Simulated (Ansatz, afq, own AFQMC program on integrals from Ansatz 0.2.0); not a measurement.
AFQMC on a folder of integrals that Ansatz 0.2.0 wrote.

```yaml
crystal:
  periodic: [false, false, false]
  atoms:
    - {symbol: B, position_ang: [0.000000, -0.124007, 0.773899]}
    - {symbol: N, position_ang: [0.000000, -0.022422, -0.597982]}
    - {symbol: H, position_ang: [0.000000, 0.956413, 1.330586]}
    - {symbol: H, position_ang: [0.000000, 0.685254, -1.321528]}
basis:
  gaussian: {orbitals: cc-pVDZ}
magnetization: {spin_polarized: true, initial_magnetization: 2}
correlation: {method: ccsd_t, electrons: outside_noble_gas, hamiltonian_folder: ham}
```

```sh
$ ansatz run in.yaml --threads 1 --pin off --events-out ev --progress --plain --max-ram 1382MiB
```

afq runs on the folder ham with

```
--method phaseless --trial cisd --walkers 60 --populations 1 --least-time 40 --time-step 0.005 --steps-per-block 50 --equilibration-blocks 28 --max-blocks 300 --target-error 0.00038 --factor-cut 1e-05 --start spin_pure --seed 1582 --release-times 0.24,0.51,0.99,1.62,2.4 --release-step 0.03 --release-every 4 --taylor-order 6
```

Times are imaginary, in 1/Eh. The walk had a cap of 1086 s.

Output of the walk:

```
orbitals 36  electrons 6 4  factors 279 of 355
reference energy -80.19420432 Eh
CCSD correlation -0.22611422 Eh in 15 cycles, weight of the determinant in the CISD state 0.8961
energy of the start -80.420130 Eh
 block  time / (1/Eh)  mean weight  energy / Eh
     1     0.250  0.9991  -80.418069
     2     0.500  1.0004  -80.424994
     3     0.750  1.0002  -80.421380
     4     1.000  0.9986  -80.423266
     5     1.250  1.0020  -80.425262
     9     2.250  1.0011  -80.426606
    33     8.250  1.0002  -80.424049
    65    16.250  0.9981  -80.429219
    97    24.250  0.9963  -80.435247
   129    32.250  0.9984  -80.423840
   161    40.250  1.0005  -80.436227
   193    48.250  0.9994  -80.427021
   225    56.250  0.9991  -80.421558
   257    64.250  1.0009  -80.426676
   265    66.250  1.0011  -80.437278
   289    72.250  1.0003  -80.419898
   321    80.250  1.0033  -80.422660
blocks merged  error / Eh  count
     1  0.000242  300
     2  0.000298  150
     4  0.000344  75
     8  0.000422  37
    16  0.000425  18
    32  0.000404  9
released: time / (1/Eh)  energy / Eh  error  mean overlap
  0.24  -80.427536  0.000485  1.0036
  0.51  -80.428342  0.000490  0.9982
  0.99  -80.428178  0.000375  1.0086
  1.62  -80.428160  0.000456  1.0123
  2.40  -80.428867  0.000502  0.9913
energy -80.427526 +/- 0.000425 Eh
(rows thinned)
```

The run passed its tests (sampling time, drift between the halves within three errors, error under three times the target), which doesn't prove that it has relaxed.

Against this walk (error 11.6 meV) on the same determinant: CCSD(T) 18.4 meV higher (within the noise), CCSDT(Q) 31.8 meV lower. The error is statistical and leaves out the bias of the constraint. Released to 2.40 1/Eh the energy lies 36 ± 18 meV (both errors) below the phaseless value, which shows part or all of the bias of the constraint, and CCSDT(Q) lies 4.7 meV above the released value.

Cautions: constraint bias not in the error; error above the target (11.6 against 10.3 meV); lower spins were not checked.

The walk took 6.2 min on 1 thread of Intel(R) Xeon(R) Platinum 8375C CPU @ 2.90GHz (Ice Lake) (shared host). The log's last line is the phaseless energy.

CCSDT and higher add their correlation energy to the determinant of the CCSD(T) run, since their own runs factorise the integrals more tightly (a shift of under 2 meV). A walk keeps the symmetry of its determinant, which the program's search chose and which needn't be the lowest solution, so a lower state of the same spin and another symmetry isn't excluded.
